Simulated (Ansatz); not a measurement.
System: H$_{2}$O (charge +1, doublet). SMILES of the parent species: O

Atoms: O1, H2, H3. Bonds: O1-H2, O1-H3.

Bond lengths (Å) and angles (degrees) optimised at HF/STO-3G with Ansatz (a first-principles code); HF/3-21G with Ansatz; HF/6-31G* with Ansatz; PBE/6-31G* with Ansatz; B3LYP/6-31G* with Ansatz; MP2/6-31G* with Ansatz, each started from the B3LYP-D3(BJ)/def2-TZVP structure (Ansatz) of the last column. A row stands for all coordinates that are equal there. 6-31G* holds six Cartesian d functions. No wavenumbers were computed at HF/STO-3G, PBE/6-31G*, MP2/6-31G*, so these may be saddle points.

```json
[
 {"coordinate": "O1-H2", "HF/STO-3G": "1.033", "HF/3-21G": "1.011", "HF/6-31G*": "0.988", "PBE/6-31G*": "1.022", "B3LYP/6-31G*": "1.013", "MP2/6-31G*": "1.011", "B3LYP-D3(BJ)/def2-TZVP": "1.008"},
 {"coordinate": "H2-O1-H3", "HF/STO-3G": "109.8", "HF/3-21G": "117.8", "HF/6-31G*": "111.7", "PBE/6-31G*": "108.4", "B3LYP/6-31G*": "109.6", "MP2/6-31G*": "109.9", "B3LYP-D3(BJ)/def2-TZVP": "110.0"}
]
```

Mean signed difference of all 2 bond lengths from B3LYP-D3(BJ)/def2-TZVP: HF/STO-3G 0.025 Å, HF/3-21G 0.003 Å, HF/6-31G* -0.020 Å, PBE/6-31G* 0.014 Å, B3LYP/6-31G* 0.005 Å, MP2/6-31G* 0.003 Å.
